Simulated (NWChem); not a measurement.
H anion

Results from NWChem. Sets without diffuse functions describe the anion's extra electron poorly. GIAO values for the isolated, static molecule; σ is the absolute isotropic shielding.

What does the run give for Hartree-Fock/pcSseg-2? Quantities: σ H1 (ppm).


| Property | Result |
|---|---|
| σ H1 (ppm) | 25.58 |
